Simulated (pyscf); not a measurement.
O=GeH₂ (SMILES [O]=[GeH2]) + H₂ (SMILES [H][H]) → GeH₂ (SMILES [GeH2]) [singlet] + H₂O (SMILES O), a concerted two-bond exchange (singlet surface; Ge–O, H–H broken, H–O, H–O formed). Optimised with ωB97X-D3(BJ)/def2-SVP in PySCF. Energies in kcal/mol from the separated reactants.

Small-basis levels: PySCF, no dispersion term, spherical d functions. AM1 to PM7: differences of heats of formation from MOPAC, which are fitted to 298 K values and so differ in kind from electronic energies by zero-point and thermal terms. Cost: rough CPU time at the saddle relative to B3LYP/6-31G*+LANL2DZ, from one job on a shared machine.

```tsv
level	barrier	reaction energy	cost
MP2/6-31G*+LANL2DZ	72.1	+8.3	0.1
BP86/6-31G*+LANL2DZ	46.7	+1.4	1
B3LYP/3-21G	[?]	+22.9	1
PBE/def2-SVP	[?]	-4.2	3
AM1	40.9	-7.0	under 0.02
PM3	60.7	+20.3	under 0.02
PM7	59.9	+41.2	under 0.02
ωB97M-D3(BJ)/def2-TZVP	[?]	-13.3	–
```

Some entries are withheld; supply them.


- B3LYP/3-21G, barrier: 52.5
- PBE/def2-SVP, barrier: 40.1
- ωB97M-D3(BJ)/def2-TZVP, barrier: 60.2

Against the last row the barrier runs from -20.1 (PBE/def2-SVP) to +11.9 kcal/mol (MP2/6-31G*+LANL2DZ). ωB97M-D3(BJ)/def2-TZVP has limits of its own. On the product side the descent ends in an adduct with a Ge–O contact, 16.6 kcal/mol under the separated species and 90.3 kcal/mol under the saddle at ωB97X-D3(BJ)/def2-TZVP. What is counted as broken (Ge–O) persists as a longer contact in the product adduct; parting that adduct is a step of its own. At ωB97X-D3(BJ)/def2-TZVP the barrier from the zero used here is 64.6 kcal/mol. The same reactants have a lower exit, to HO–GeH₃ (barrier +23.4 kcal/mol at ωB97M-D3(BJ)/def2-TZVP, against +60.2 kcal/mol here). O=GeH₂ lies 30.4 kcal/mol over its isomer HO–GeH: [singlet] (electronic energy, ωB97M-D3(BJ)/def2-TZVP). This is the saddle that the search found; another between the same sides may lie lower. One closed-shell reference is unstable to symmetry breaking; treat the single-reference values with care. In the def2 sets elements up to Kr have no core potential.
